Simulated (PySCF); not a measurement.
## Chlorine: a sound run and one with changed settings

Sound run: Cl [Ne] 3s2 3p5, Cl⁺ [Ne] 3s2 3p4. Computed with PySCF 2.14 in cc-pVDZ-DK (4s3p1d, 18 functions), with the spin-free X2C one-electron Hamiltonian (Gaussian nucleus). The sound run starts from symmetry-adapted Hartree-Fock orbitals and uses a fine grid where one is needed.

A second run was set up differently.

```
species  method  sound run (hartree)  changed run (hartree)  converged
     Cl     UHF           -460.87843             -460.87843        yes
     Cl    PBE0           -461.40754             -461.43089        yes
     Cl   B3LYP           -461.57661             -461.59662        yes
    Cl⁺     UHF           -460.44494             -460.44494        yes
    Cl⁺    PBE0           -460.93206             -460.95800        yes
    Cl⁺   B3LYP           -461.09831             -461.12049        yes
```

Ionisation energy of Cl:

```csv
method,sound run (eV),changed run (eV)
UHF,11.796,11.796
PBE0,12.939,12.868
B3LYP,13.015,12.956
```

(1) What was changed?
A. angular grid far too coarse
B. all electrons correlated in a valence basis
C. minimal basis
D. level shift left on

Results:

(1) A. It used 6 angular points. A coarse angular grid integrates products of high-l functions wrongly, so density functionals can shift, and the SCF can exploit the error; Hartree-Fock and MP2 need no grid.
